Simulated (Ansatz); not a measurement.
Process, species as SMILES: FC(F)(F)F → C atom + 4 F atom
B3LYP-D3(BJ)/def2-TZVP geometries, fixed; electronic energies without zero-point terms.

Basis-set convergence of the atomisation energy at HF with Ansatz (a first-principles code). Cartesian d functions, on some or all atoms, in 6-31G**, 6-31+G*; all else is spherical. Open shells are unrestricted. No added dispersion term, no relativity. Functions are those of the species that has most. Reference: the value in aug-cc-pVQZ, 313.84 kcal/mol, itself unsure by roughly 0.66 kcal/mol (its mean distance from def2-QZVPPD, pcseg-3, def2-QZVPP). Deviations are taken from unrounded values.

```tsv
basis	functions	atomisation energy (kcal/mol)	minus reference (kcal/mol)
STO-3G	25	268.86	-44.98
3-21G	45	273.08	-40.75
6-31G	45	228.82	-85.02
pcseg-0	45	250.50	-63.33
def2-SVP	70	320.68	6.85
6-31G**	75	314.77	0.94
6-311G**	90	303.45	-10.38
6-31+G*	95	304.38	-9.45
6-311+G**	110	299.70	-14.13
def2-SVPD	112	319.32	5.48
aug-cc-pVDZ	115	301.97	-11.86
aug-pcseg-1	115	315.78	1.94
cc-pVTZ	150	313.47	-0.36
pcseg-2	150	314.62	0.79
def2-TZVPP	155	312.65	-1.19
jun-cc-pV(T+d)Z	195	313.01	-0.83
aug-pcseg-2	230	315.59	1.75
def2-QZVPP	285	313.45	-0.38
```

The smallest set listed that lies within 4 kcal/mol of the reference with all its larger relatives (same family, alike in diffuse functions; a set with none counts only in the reference's own line) is aug-pcseg-1 (115 functions, 1.94 kcal/mol off). Inside the window by cancellation, since a larger relative falls out: 6-31G**. (Relatives not listed, tested too: aug-cc-pVTZ -0.17, cc-pVQZ -0.14, def2-QZVP -0.38, pcseg-3 1.19, aug-cc-pVQZ 0.00 kcal/mol.)
